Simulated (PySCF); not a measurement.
C2H7N, SMILES CNC.

Geometry optimised at PBE-D3(BJ)/def2-TZVP.

Level of theory: PBE-D3(BJ)/def2-TZVP (PySCF).

Frequencies are harmonic and unscaled.

Computed harmonic wavenumbers and intensities:
```json
[
 {"mode": "1", "ν (cm⁻¹)": "236", "IR (km/mol)": "0.1", "moving atoms (share of kinetic energy)": "H 97 %"},
 {"mode": "2", "ν (cm⁻¹)": "259", "IR (km/mol)": "2.5", "moving atoms (share of kinetic energy)": "H 83 %, N 13 %"},
 {"mode": "3", "ν (cm⁻¹)": "373", "IR (km/mol)": "5.9", "moving atoms (share of kinetic energy)": "H 43 %, C 35 %, N 23 %"},
 {"mode": "4", "ν (cm⁻¹)": "752", "IR (km/mol)": "116.9", "moving atoms (share of kinetic energy)": "H 75 %, N 15 %, C 10 %"},
 {"mode": "5", "ν (cm⁻¹)": "931", "IR (km/mol)": "3.0", "moving atoms (share of kinetic energy)": "C 43 %, H 42 %, N 15 %"},
 {"mode": "6", "ν (cm⁻¹)": "999", "IR (km/mol)": "7.3", "moving atoms (share of kinetic energy)": "H 84 %, C 15 %"},
 {"mode": "7", "ν (cm⁻¹)": "1065", "IR (km/mol)": "0.7", "moving atoms (share of kinetic energy)": "H 78 %, C 21 %"},
 {"mode": "8", "ν (cm⁻¹)": "1143", "IR (km/mol)": "6.1", "moving atoms (share of kinetic energy)": "H 65 %, C 21 %, N 13 %"},
 {"mode": "9", "ν (cm⁻¹)": "1146", "IR (km/mol)": "29.8", "moving atoms (share of kinetic energy)": "N 48 %, C 36 %, H 16 %"},
 {"mode": "10", "ν (cm⁻¹)": "1226", "IR (km/mol)": "0.1", "moving atoms (share of kinetic energy)": "H 54 %, C 25 %, N 20 %"},
 {"mode": "11", "ν (cm⁻¹)": "1387", "IR (km/mol)": "1.2", "moving atoms (share of kinetic energy)": "H 86 %, C 13 %"},
 {"mode": "12", "ν (cm⁻¹)": "1413", "IR (km/mol)": "1.3", "moving atoms (share of kinetic energy)": "H 84 %, C 16 %"},
 {"mode": "13", "ν (cm⁻¹)": "1420", "IR (km/mol)": "5.5", "moving atoms (share of kinetic energy)": "H 89 %, C 8 %"},
 {"mode": "14", "ν (cm⁻¹)": "1433", "IR (km/mol)": "4.0", "moving atoms (share of kinetic energy)": "H 92 %"},
 {"mode": "15", "ν (cm⁻¹)": "1439", "IR (km/mol)": "12.2", "moving atoms (share of kinetic energy)": "H 94 %"},
 {"mode": "16", "ν (cm⁻¹)": "1465", "IR (km/mol)": "12.3", "moving atoms (share of kinetic energy)": "H 94 %"},
 {"mode": "17", "ν (cm⁻¹)": "1465", "IR (km/mol)": "2.5", "moving atoms (share of kinetic energy)": "H 97 %"},
 {"mode": "18", "ν (cm⁻¹)": "2850", "IR (km/mol)": "53.9", "moving atoms (share of kinetic energy)": "H 95 %"},
 {"mode": "19", "ν (cm⁻¹)": "2854", "IR (km/mol)": "167.9", "moving atoms (share of kinetic energy)": "H 94 %"},
 {"mode": "20", "ν (cm⁻¹)": "2981", "IR (km/mol)": "48.2", "moving atoms (share of kinetic energy)": "H 94 %"},
 {"mode": "21", "ν (cm⁻¹)": "2983", "IR (km/mol)": "22.7", "moving atoms (share of kinetic energy)": "H 93 %"},
 {"mode": "22", "ν (cm⁻¹)": "3037", "IR (km/mol)": "25.0", "moving atoms (share of kinetic energy)": "H 91 %, C 9 %"},
 {"mode": "23", "ν (cm⁻¹)": "3037", "IR (km/mol)": "30.0", "moving atoms (share of kinetic energy)": "H 91 %, C 9 %"},
 {"mode": "24", "ν (cm⁻¹)": "3430", "IR (km/mol)": "0.0", "moving atoms (share of kinetic energy)": "H 93 %"}
]
```
